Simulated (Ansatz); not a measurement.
**Worked example: H₂Si–CH⁺, triplet against H$_{2}$Si–CH, doublet**

Geometry (PBE0/def2-TZVP stationary point of a doublet), kept for both states (H2Si–CH, doublet: B2; H2Si–CH⁺, triplet: A2):

```xyz
5

Si    0.0000    0.0000    0.4916
C     0.0000    0.0000   -1.1766
H     0.0000    1.2470    1.2863
H     0.0000   -1.2470    1.2863
H     0.0000    0.0000   -2.2494
```

Basis cc-pVDZ; Ansatz 0.2.0. Correlated methods freeze the noble-gas cores. Prefix R: restricted or restricted open-shell reference; prefix U: unrestricted.

Full CI isn't at hand for all of this; UCCSDT(Q) serves as the reference, and is uncertain by about the last step of the cluster series.

Unrestricted rows (U, and Kohn–Sham where it breaks symmetry) aren't spin-pure: their determinants' ⟨S²⟩ exceeds S(S+1) by up to 0.41, so they mix in states of higher spin.

```tsv
level	E(H2Si–CH, doublet) (hartree)	E(H2Si–CH⁺, triplet) (hartree)
UHF	-328.425032	-328.151333
UMP2	-328.614105	-328.309679
UCCSD(T)	-328.668900	-328.350423
PBE	-329.044543	-328.717466
PBE0	-329.079498	-328.757434
UCCSDT(Q)	-328.671840	-328.351641
```

Question: Give the vertical gap, H2Si–CH⁺ triplet less H2Si–CH doublet, at each level in eV (1 hartree = 27.2114 eV), and each error against UCCSDT(Q).

Answer: UCCSDT(Q): (-328.351641 − (-328.671840)) × 27.2114 = 8.713 eV (the reference)
PBE0: (-328.757434 − (-329.079498)) × 27.2114 = 8.764 eV, error 0.051 eV
PBE: (-328.717466 − (-329.044543)) × 27.2114 = 8.900 eV, error 0.187 eV
UCCSD(T): (-328.350423 − (-328.668900)) × 27.2114 = 8.666 eV, error -0.047 eV
UMP2: (-328.309679 − (-328.614105)) × 27.2114 = 8.284 eV, error -0.429 eV
UHF: (-328.151333 − (-328.425032)) × 27.2114 = 7.448 eV, error -1.265 eV

Total energies of functionals can't be set beside those of wave-function methods, since they hold the core's correlation and their own absolute errors; only the differences compare.

In so small a basis the reference is far from its limit while semilocal and hybrid functionals are nearer theirs, so the functionals' errors here hold much of the reference's basis and frozen-core error, which can add to them or hide them.

Each level lands on the state that its own search finds. T1 diagnostics of restricted CCSD: 0.027 and 0.020.
